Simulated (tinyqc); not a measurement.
MP2 on RHF in the sto-6g basis, frozen core, for H3O+, spin multiplicity 1, step by step. One step of it, computed by the program tinyqc.

Task: Orthogonalisation. S = U s U^T; symmetric (Loewdin) form X = U s^(-1/2) U^T, so that X^T S X = 1.

overlap S, order 1O 1s, 1O 2s, 1O 2px, 1O 2py, 1O 2pz, 2H 1s, 3H 1s, 4H 1s:
```
[[1.000000, 0.231145, 0.000000, 0.000000, 0.000000, 0.060229, 0.060141, 0.060141],
 [0.231145, 1.000000, 0.000000, 0.000000, 0.000000, 0.500835, 0.500407, 0.500407],
 [0.000000, 0.000000, 1.000000, 0.000000, 0.000000, 0.370296, -0.184924, -0.184924],
 [0.000000, 0.000000, 0.000000, 1.000000, 0.000000, 0.000000, 0.320651, -0.320651],
 [0.000000, 0.000000, 0.000000, 0.000000, 1.000000, -0.164039, -0.163840, -0.163840],
 [0.060229, 0.500835, 0.370296, 0.000000, -0.164039, 1.000000, 0.272406, 0.272406],
 [0.060141, 0.500407, -0.184924, 0.320651, -0.163840, 0.272406, 1.000000, 0.271938],
 [0.060141, 0.500407, -0.184924, -0.320651, -0.163840, 0.272406, 0.271938, 1.000000]]
```

Give: eigenvalues of S; X.

Result:

eigenvalues of S: [0.3008, 0.3903, 0.3906, 0.9208, 1.0617, 1.3371, 1.3374, 2.2612]

X, order 1O 1s, 1O 2s, 1O 2px, 1O 2py, 1O 2pz, 2H 1s, 3H 1s, 4H 1s:
```
[[1.0237, -0.1482, 0.0000, 0.0000, 0.0092, 0.0187, 0.0187, 0.0187],
 [-0.1482, 1.3749, 0.0003, 0.0000, -0.1139, -0.2946, -0.2941, -0.2941],
 [0.0000, 0.0003, 1.1268, 0.0000, -0.0001, -0.2878, 0.1437, 0.1437],
 [0.0000, 0.0000, 0.0000, 1.1268, 0.0000, 0.0000, -0.2490, 0.2490],
 [0.0092, -0.1139, -0.0001, 0.0000, 1.0366, 0.0951, 0.0949, 0.0949],
 [0.0187, -0.2946, -0.2878, 0.0000, 0.0951, 1.2478, -0.0910, -0.0910],
 [0.0187, -0.2941, 0.1437, -0.2490, 0.0949, -0.0910, 1.2472, -0.0907],
 [0.0187, -0.2941, 0.1437, 0.2490, 0.0949, -0.0910, -0.0907, 1.2472]]
```
